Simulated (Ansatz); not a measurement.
## Molecular dynamics of AlH6N2, charge +1

Input:

```yaml
crystal:
  periodic: [false, false, false]
  atoms:
    - { symbol: "N", position_ang: [-0.576396, 0.865786, -1.07858] }
    - { symbol: Al, position_ang: [-0.131143, 0.923231, 0.728462] }
    - { symbol: "N", position_ang: [0.331274, -1.055074, 1.006083] }
    - { symbol: H, position_ang: [-0.58389, 0.18225, -1.851156] }
    - { symbol: H, position_ang: [-1.01705, 1.722765, -1.435375] }
    - { symbol: H, position_ang: [0.680375, 1.681991, -0.539851] }
    - { symbol: H, position_ang: [1.194572, -1.316196, 0.509218] }
    - { symbol: H, position_ang: [-0.395956, -1.701894, 0.671715] }
    - { symbol: H, position_ang: [0.498224, -1.302858, 1.989484] }
total_charge: 1
basis:
  gaussian: { orbitals: def2-SVP }
hamiltonian:
  xc: r2scan
md:
  timestep: 0.5
  n_steps: 200
  ensemble: nve
  temperature: 100.0
  initial_velocities: maxwell_boltzmann
  seed: 9671
```

Launched with:

```bash
$ ansatz run input.yaml --threads 2 --pin off --max-ram 3072MiB --backend cpu --events-out ev --progress --plain --runs-dir out
```

It starts at the highest image of a converged band. Of that band: Neighbouring images differ by up to 1.5 eV, so the band resolves the path poorly. A vibrational analysis at the climbing image gives one clearly imaginary mode, 1215i cm⁻¹: a first-order saddle point.

Output, in part (one step line in 3, the closing report, with atoms numbered from 0):

```
md step     0: t =     0.00 fs  T =   100.0 K  F+E_penalty+E_count = -9660.53098468 eV  E_kin = 0.090482 eV  conserved = -9660.44050268 eV  (29 SCF iters)
md step     3: t =     1.50 fs  T =    81.1 K  F+E_penalty+E_count = -9660.51356679 eV  E_kin = 0.073367 eV  conserved = -9660.44019967 eV  (33 SCF iters)
md step     6: t =     3.00 fs  T =    60.0 K  F+E_penalty+E_count = -9660.49437418 eV  E_kin = 0.054315 eV  conserved = -9660.44005885 eV  (33 SCF iters)
md step     9: t =     4.50 fs  T =    56.0 K  F+E_penalty+E_count = -9660.49093394 eV  E_kin = 0.050646 eV  conserved = -9660.44028821 eV  (33 SCF iters)
md step    12: t =     6.00 fs  T =    45.9 K  F+E_penalty+E_count = -9660.48164004 eV  E_kin = 0.041554 eV  conserved = -9660.44008588 eV  (32 SCF iters)
md step    15: t =     7.50 fs  T =    53.7 K  F+E_penalty+E_count = -9660.48850727 eV  E_kin = 0.048544 eV  conserved = -9660.43996325 eV  (32 SCF iters)
md step    18: t =     9.00 fs  T =    91.3 K  F+E_penalty+E_count = -9660.52297444 eV  E_kin = 0.082649 eV  conserved = -9660.44032564 eV  (31 SCF iters)
md step    21: t =    10.50 fs  T =   118.3 K  F+E_penalty+E_count = -9660.54716081 eV  E_kin = 0.106997 eV  conserved = -9660.44016396 eV  (32 SCF iters)
md step    24: t =    12.00 fs  T =   155.2 K  F+E_penalty+E_count = -9660.58013219 eV  E_kin = 0.140426 eV  conserved = -9660.43970591 eV  (32 SCF iters)
md step    27: t =    13.50 fs  T =   265.5 K  F+E_penalty+E_count = -9660.67967435 eV  E_kin = 0.240206 eV  conserved = -9660.43946850 eV  (31 SCF iters)
md step    30: t =    15.00 fs  T =   499.6 K  F+E_penalty+E_count = -9660.89092313 eV  E_kin = 0.452079 eV  conserved = -9660.43884377 eV  (31 SCF iters)
md step    33: t =    16.50 fs  T =   937.1 K  F+E_penalty+E_count = -9661.28858399 eV  E_kin = 0.847911 eV  conserved = -9660.44067300 eV  (29 SCF iters)
md step    36: t =    18.00 fs  T =  1294.2 K  F+E_penalty+E_count = -9661.61938732 eV  E_kin = 1.171025 eV  conserved = -9660.44836235 eV  (27 SCF iters)
md step    39: t =    19.50 fs  T =  1172.0 K  F+E_penalty+E_count = -9661.49601554 eV  E_kin = 1.060449 eV  conserved = -9660.43556662 eV  (27 SCF iters)
md step    42: t =    21.00 fs  T =  1518.2 K  F+E_penalty+E_count = -9661.82240210 eV  E_kin = 1.373715 eV  conserved = -9660.44868724 eV  (28 SCF iters)
md step    45: t =    22.50 fs  T =  1341.9 K  F+E_penalty+E_count = -9661.65640443 eV  E_kin = 1.214219 eV  conserved = -9660.44218592 eV  (28 SCF iters)
md step    48: t =    24.00 fs  T =  1041.3 K  F+E_penalty+E_count = -9661.38123436 eV  E_kin = 0.942180 eV  conserved = -9660.43905469 eV  (30 SCF iters)
md step    51: t =    25.50 fs  T =  1127.7 K  F+E_penalty+E_count = -9661.45900269 eV  E_kin = 1.020324 eV  conserved = -9660.43867873 eV  (29 SCF iters)
md step    54: t =    27.00 fs  T =  1652.3 K  F+E_penalty+E_count = -9661.93726691 eV  E_kin = 1.495063 eV  conserved = -9660.44220373 eV  (29 SCF iters)
md step    57: t =    28.50 fs  T =  2017.5 K  F+E_penalty+E_count = -9662.27884962 eV  E_kin = 1.825460 eV  conserved = -9660.45338973 eV  (29 SCF iters)
md step    60: t =    30.00 fs  T =  1411.4 K  F+E_penalty+E_count = -9661.70936466 eV  E_kin = 1.277046 eV  conserved = -9660.43231876 eV  (29 SCF iters)
md step    63: t =    31.50 fs  T =  1710.7 K  F+E_penalty+E_count = -9661.99933309 eV  E_kin = 1.547835 eV  conserved = -9660.45149806 eV  (28 SCF iters)
md step    66: t =    33.00 fs  T =  1523.6 K  F+E_penalty+E_count = -9661.82234152 eV  E_kin = 1.378627 eV  conserved = -9660.44371421 eV  (29 SCF iters)
md step    69: t =    34.50 fs  T =  1000.7 K  F+E_penalty+E_count = -9661.34385490 eV  E_kin = 0.905473 eV  conserved = -9660.43838237 eV  (29 SCF iters)
md step    72: t =    36.00 fs  T =   951.6 K  F+E_penalty+E_count = -9661.29925838 eV  E_kin = 0.861036 eV  conserved = -9660.43822234 eV  (29 SCF iters)
md step    75: t =    37.50 fs  T =  1400.9 K  F+E_penalty+E_count = -9661.71098962 eV  E_kin = 1.267534 eV  conserved = -9660.44345596 eV  (29 SCF iters)
md step    78: t =    39.00 fs  T =  1543.8 K  F+E_penalty+E_count = -9661.84883311 eV  E_kin = 1.396870 eV  conserved = -9660.45196305 eV  (28 SCF iters)
md step    81: t =    40.50 fs  T =  1056.0 K  F+E_penalty+E_count = -9661.38902714 eV  E_kin = 0.955481 eV  conserved = -9660.43354578 eV  (28 SCF iters)
md step    84: t =    42.00 fs  T =  1309.6 K  F+E_penalty+E_count = -9661.63558277 eV  E_kin = 1.184973 eV  conserved = -9660.45060933 eV  (28 SCF iters)
md step    87: t =    43.50 fs  T =   899.6 K  F+E_penalty+E_count = -9661.25442311 eV  E_kin = 0.813970 eV  conserved = -9660.44045357 eV  (29 SCF iters)
md step    90: t =    45.00 fs  T =   596.2 K  F+E_penalty+E_count = -9660.97763244 eV  E_kin = 0.539493 eV  conserved = -9660.43813983 eV  (29 SCF iters)
md step    93: t =    46.50 fs  T =   835.7 K  F+E_penalty+E_count = -9661.19546576 eV  E_kin = 0.756154 eV  conserved = -9660.43931199 eV  (29 SCF iters)
md step    96: t =    48.00 fs  T =  1384.1 K  F+E_penalty+E_count = -9661.69955023 eV  E_kin = 1.252325 eV  conserved = -9660.44722491 eV  (29 SCF iters)
md step    99: t =    49.50 fs  T =  1258.0 K  F+E_penalty+E_count = -9661.58447859 eV  E_kin = 1.138291 eV  conserved = -9660.44618729 eV  (28 SCF iters)
md step   102: t =    51.00 fs  T =  1131.9 K  F+E_penalty+E_count = -9661.46606137 eV  E_kin = 1.024162 eV  conserved = -9660.44189890 eV  (27 SCF iters)
md step   105: t =    52.50 fs  T =  1321.9 K  F+E_penalty+E_count = -9661.64423092 eV  E_kin = 1.196075 eV  conserved = -9660.44815606 eV  (28 SCF iters)
md step   108: t =    54.00 fs  T =   823.7 K  F+E_penalty+E_count = -9661.18477747 eV  E_kin = 0.745334 eV  conserved = -9660.43944333 eV  (29 SCF iters)
md step   111: t =    55.50 fs  T =   604.3 K  F+E_penalty+E_count = -9660.98507838 eV  E_kin = 0.546800 eV  conserved = -9660.43827866 eV  (30 SCF iters)
md step   114: t =    57.00 fs  T =   913.9 K  F+E_penalty+E_count = -9661.26687601 eV  E_kin = 0.826923 eV  conserved = -9660.43995290 eV  (30 SCF iters)
md step   117: t =    58.50 fs  T =  1437.3 K  F+E_penalty+E_count = -9661.74791501 eV  E_kin = 1.300501 eV  conserved = -9660.44741372 eV  (28 SCF iters)
md step   120: t =    60.00 fs  T =  1364.7 K  F+E_penalty+E_count = -9661.67580280 eV  E_kin = 1.234813 eV  conserved = -9660.44099020 eV  (27 SCF iters)
md step   123: t =    61.50 fs  T =  1371.0 K  F+E_penalty+E_count = -9661.68602920 eV  E_kin = 1.240465 eV  conserved = -9660.44556371 eV  (27 SCF iters)
md step   126: t =    63.00 fs  T =  1204.3 K  F+E_penalty+E_count = -9661.53361433 eV  E_kin = 1.089687 eV  conserved = -9660.44392754 eV  (28 SCF iters)
md step   129: t =    64.50 fs  T =   754.7 K  F+E_penalty+E_count = -9661.12220833 eV  E_kin = 0.682830 eV  conserved = -9660.43937792 eV  (30 SCF iters)
md step   132: t =    66.00 fs  T =   661.9 K  F+E_penalty+E_count = -9661.03740244 eV  E_kin = 0.598904 eV  conserved = -9660.43849810 eV  (31 SCF iters)
md step   135: t =    67.50 fs  T =  1066.2 K  F+E_penalty+E_count = -9661.40611568 eV  E_kin = 0.964719 eV  conserved = -9660.44139655 eV  (29 SCF iters)
md step   138: t =    69.00 fs  T =  1481.7 K  F+E_penalty+E_count = -9661.79019663 eV  E_kin = 1.340708 eV  conserved = -9660.44948903 eV  (28 SCF iters)
md step   141: t =    70.50 fs  T =  1190.3 K  F+E_penalty+E_count = -9661.51568149 eV  E_kin = 1.077040 eV  conserved = -9660.43864157 eV  (28 SCF iters)
md step   144: t =    72.00 fs  T =  1077.6 K  F+E_penalty+E_count = -9661.42103624 eV  E_kin = 0.975037 eV  conserved = -9660.44599963 eV  (27 SCF iters)
md step   147: t =    73.50 fs  T =   723.7 K  F+E_penalty+E_count = -9661.09654418 eV  E_kin = 0.654839 eV  conserved = -9660.44170498 eV  (29 SCF iters)
md step   150: t =    75.00 fs  T =   364.9 K  F+E_penalty+E_count = -9660.76918061 eV  E_kin = 0.330213 eV  conserved = -9660.43896751 eV  (29 SCF iters)
md step   153: t =    76.50 fs  T =   431.9 K  F+E_penalty+E_count = -9660.82949912 eV  E_kin = 0.390752 eV  conserved = -9660.43874740 eV  (30 SCF iters)
md step   156: t =    78.00 fs  T =   907.7 K  F+E_penalty+E_count = -9661.26537391 eV  E_kin = 0.821261 eV  conserved = -9660.44411268 eV  (29 SCF iters)
md step   159: t =    79.50 fs  T =  1114.5 K  F+E_penalty+E_count = -9661.45335900 eV  E_kin = 1.008413 eV  conserved = -9660.44494591 eV  (27 SCF iters)
md step   162: t =    81.00 fs  T =  1059.8 K  F+E_penalty+E_count = -9661.40182799 eV  E_kin = 0.958951 eV  conserved = -9660.44287668 eV  (27 SCF iters)
md step   165: t =    82.50 fs  T =   936.5 K  F+E_penalty+E_count = -9661.29192640 eV  E_kin = 0.847380 eV  conserved = -9660.44454614 eV  (28 SCF iters)
md step   168: t =    84.00 fs  T =   508.4 K  F+E_penalty+E_count = -9660.90057322 eV  E_kin = 0.459996 eV  conserved = -9660.44057715 eV  (30 SCF iters)
md step   171: t =    85.50 fs  T =   251.3 K  F+E_penalty+E_count = -9660.66568426 eV  E_kin = 0.227374 eV  conserved = -9660.43831014 eV  (30 SCF iters)
md step   174: t =    87.00 fs  T =   488.7 K  F+E_penalty+E_count = -9660.88148089 eV  E_kin = 0.442151 eV  conserved = -9660.43932966 eV  (30 SCF iters)
md step   177: t =    88.50 fs  T =  1011.8 K  F+E_penalty+E_count = -9661.36193162 eV  E_kin = 0.915480 eV  conserved = -9660.44645204 eV  (28 SCF iters)
md step   180: t =    90.00 fs  T =  1042.7 K  F+E_penalty+E_count = -9661.38606453 eV  E_kin = 0.943457 eV  conserved = -9660.44260771 eV  (27 SCF iters)
md step   183: t =    91.50 fs  T =   969.5 K  F+E_penalty+E_count = -9661.32056505 eV  E_kin = 0.877185 eV  conserved = -9660.44337991 eV  (27 SCF iters)
md step   186: t =    93.00 fs  T =   825.4 K  F+E_penalty+E_count = -9661.19060670 eV  E_kin = 0.746838 eV  conserved = -9660.44376879 eV  (29 SCF iters)
md step   189: t =    94.50 fs  T =   451.1 K  F+E_penalty+E_count = -9660.84793264 eV  E_kin = 0.408146 eV  conserved = -9660.43978700 eV  (31 SCF iters)
md step   192: t =    96.00 fs  T =   353.2 K  F+E_penalty+E_count = -9660.75747663 eV  E_kin = 0.319539 eV  conserved = -9660.43793764 eV  (30 SCF iters)
md step   195: t =    97.50 fs  T =   768.1 K  F+E_penalty+E_count = -9661.13700001 eV  E_kin = 0.695009 eV  conserved = -9660.44199057 eV  (28 SCF iters)
md step   198: t =    99.00 fs  T =  1151.6 K  F+E_penalty+E_count = -9661.48734786 eV  E_kin = 1.042014 eV  conserved = -9660.44533369 eV  (28 SCF iters)
md step   200: t =   100.00 fs  T =  1181.7 K  F+E_penalty+E_count = -9661.51009391 eV  E_kin = 1.069182 eV  conserved = -9660.44091231 eV  (28 SCF iters)
Total energy: -9661.51010602 eV, -355.0539475893 hartree
Atom 0 at    -0.604478     0.896367    -1.826414 Å, force    -4.131038     0.471965     1.351279 eV/Å
Atom 1 at    -0.121502     1.006154     1.237530 Å, force    -0.242018    -0.348767    -0.803108 eV/Å
Atom 2 at     0.373030    -1.185484     0.970209 Å, force     0.393910     0.428120     1.305748 eV/Å
Atom 3 at    -1.023147     0.418337    -2.605480 Å, force     0.030726    -1.216104    -0.322145 eV/Å
Atom 4 at    -0.898152     1.825829    -2.082561 Å, force     0.043840     1.002433     0.363819 eV/Å
Atom 5 at     0.337027     0.887289    -1.885951 Å, force     4.296483    -0.161945    -0.867351 eV/Å
Atom 6 at     1.017575    -1.552714     0.268180 Å, force    -0.076011     0.004892    -0.411045 eV/Å
Atom 7 at    -0.411074    -1.844186     1.054579 Å, force    -0.007421     0.017287    -0.190367 eV/Å
Atom 8 at     0.905963    -1.300918     1.859107 Å, force    -0.308471    -0.197881    -0.426831 eV/Å
Dipole moment:     0.263637    -0.440393     0.138409 e Å
```

The run went to its last step. The conserved energy stayed within 1.4 meV per atom of its start (net change -0.045 meV per atom), so the integration is sound. The system heated up, since it started high on the potential surface and ran downhill. A run of 0.1 ps of so small a system gives no equilibrium averages. The orbitals stay closed-shell, which can raise the energy where a bond breaks towards radicals; this wasn't checked here. Limits of this set-up: the dipole of an ion depends on the origin.

The step under study would form N1–H6 and break Al2–H6. These pairs go: N1–H6 1.59 → 0.94 Å, Al2–H6 1.69 → 3.16 Å. In the last frame they stand as after the step (other bonds may differ from the relaxed reactants and products). Also parted: N1–Al2 1.86 → 3.10 Å. It ends as AlH3N + H3N (total charge +1). Pairs count as bonded within 1.25 times the sum of covalent radii (0.12 Å more for H–H).

Last frame:

```xyz
9
Properties=species:S:1:pos:R:3
N -0.605 0.896 -1.826
Al -0.121 1.006 1.238
N 0.373 -1.185 0.970
H -1.023 0.418 -2.606
H -0.898 1.826 -2.083
H 0.337 0.887 -1.886
H 1.018 -1.553 0.268
H -0.411 -1.844 1.055
H 0.906 -1.301 1.859
```

Run time: 4.5 min on 2 threads of Arm Neoverse V2 (shared host), peak memory 0.17 GiB.
